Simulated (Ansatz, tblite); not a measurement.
Removing and adding an electron: the cluster MgSi2 (the lowest singlet isomer of a short search). Total charge 0; singlet. Geometry: r2SCAN-D4/def2-TZVP. Ansatz, gas phase; energy differences of separate SCF runs; the oxidised species was run as a doublet alone; the reduced species was run as a doublet alone.

```xyz
3

Mg    1.3970   -0.3473   -0.4230
Si   -0.9445    0.4429   -0.8203
Si   -0.4525   -0.0956    1.2433
```

The xTB rows come from tblite. Correlated methods freeze 11 core orbitals; core or outer-core shells of Mg are correlated, in sets that lack core-valence functions. In CCSD on the charge 1 doublet the largest single amplitude is 0.18, so its Hartree–Fock determinant may place the open shell otherwise than the density functionals do. The structure comes from a short search, and lower isomers may exist.

**Question.** Estimate orbital energies and vertical ionisation energies and electron affinities at: GFN1-xTB; GFN2-xTB; PBE-D4/def2-TZVP; PBE-D4/def2-TZVPD; r2SCAN-D4/def2-TZVP; r2SCAN-D4/def2-TZVPD; PBE0-D4/def2-TZVP; PBE0-D4/def2-TZVPD; CCSD/def2-TZVPP; CCSD(T)/def2-TZVPP.

**Answer.** 
| level | −HOMO (eV) | vertical IE (eV) | −LUMO (eV) | vertical EA (eV) | HOMO–LUMO gap (eV) | IE − EA (eV) | remarks |
| --- | --- | --- | --- | --- | --- | --- | --- |
| GFN1-xTB | 9.29 | 11.48 | 7.94 | 6.08 | 1.34 | 5.39 | – |
| GFN2-xTB | 5.79 | 9.11 | 4.32 | – | 1.48 | – | – |
| PBE-D4/def2-TZVP | 4.56 | 7.02 | 3.77 | – | 0.80 | – | – |
| PBE-D4/def2-TZVPD | 4.58 | – | 3.78 | 1.70 | 0.80 | – | HOMO above zero (-1 doublet) |
| r2SCAN-D4/def2-TZVP | 4.68 | 6.97 | 3.69 | – | 0.99 | – | – |
| r2SCAN-D4/def2-TZVPD | 4.69 | – | 3.69 | 1.84 | 1.00 | – | HOMO above zero (-1 doublet) |
| PBE0-D4/def2-TZVP | 5.38 | 6.99 | 3.18 | – | 2.21 | – | – |
| PBE0-D4/def2-TZVPD | 5.40 | – | 3.18 | 1.78 | 2.21 | – | – |
| CCSD/def2-TZVPP | – | 6.98 | – | – | – | – | large T1 (0.024) (singlet), large T1 (0.062) (+1 doublet), restricted SCF unstable (singlet), spin-contaminated (⟨S²⟩ 1.23) (+1 doublet) |
| CCSD(T)/def2-TZVPP | – | 7.07 | – | – | – | – | large T1 (0.024) (singlet), large T1 (0.062) (+1 doublet), restricted SCF unstable (singlet), spin-contaminated (⟨S²⟩ 1.23) (+1 doublet) |

Run but left out: HF/def2-TZVPP, HF/def2-TZVPD (singlet: restricted singlet, unstable towards broken spin symmetry); MP2/def2-TZVPP (charge +1 doublet: ⟨S²⟩ 1.23, where a pure state has 0.75); MP2/def2-TZVPD, CCSD/def2-TZVPD, CCSD(T)/def2-TZVPD (charge -1 doublet: ⟨S²⟩ 1.38, where a pure state has 0.75).   A HOMO above zero means that the electron is unbound at that level or that self-interaction error raises the level; the energy of removing that electron tells which. Raw xTB energy differences between charge states are shifted by several eV; the methods need an empirical correction for them.
